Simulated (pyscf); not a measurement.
H₃C–AlH–CH₃ (SMILES [CH3][AlH][CH3]) + HO–SiH₃ (SMILES O[SiH3]) → H₃C–Al(CH₃)–O–SiH₃ (SMILES [CH3][Al]([CH3])[O][SiH3]) + H₂ (SMILES [H][H]), a four-centre exchange (singlet surface; Al–H, H–O broken, Al–O, H–H formed). Optimised with ωB97X-D3(BJ)/def2-SVP in PySCF. Energies in kcal/mol from the separated reactants.

Small-basis levels: PySCF, no dispersion term, spherical d functions. 

### Question
In single points B3LYP/LANL2DZ puts the saddle at -8.4 kcal/mol and the reaction energy at -41.2 kcal/mol. Should these be trusted to within a few kcal/mol? Compare with ωB97M-D3(BJ)/def2-TZVP.

### Answer
ωB97M-D3(BJ)/def2-TZVP gives ΔE‡ = -8.1 kcal/mol and ΔE = -36.1 kcal/mol. B3LYP/LANL2DZ lies 0.3 kcal/mol under it in the barrier and 5.1 kcal/mol under it in the reaction energy, so on this step it does not hold to within 3.0 kcal/mol. ωB97M-D3(BJ)/def2-TZVP has limits of its own. On the reactant side the descent ends in an adduct with a Al–O contact, 20.8 kcal/mol under the separated species and 10.8 kcal/mol under the saddle at ωB97X-D3(BJ)/def2-TZVP. At ωB97M-D3(BJ) the saddle lies under the separated reactants, which points to a path from their complex (located at ωB97X-D3(BJ) alone). What is counted as formed (Al–O) is already present as a longer contact in the reactant adduct; forming that adduct is a step of its own. At the saddle there is also a short Al–H contact that neither side keeps. This is the saddle that the search found; another between the same sides may lie lower.
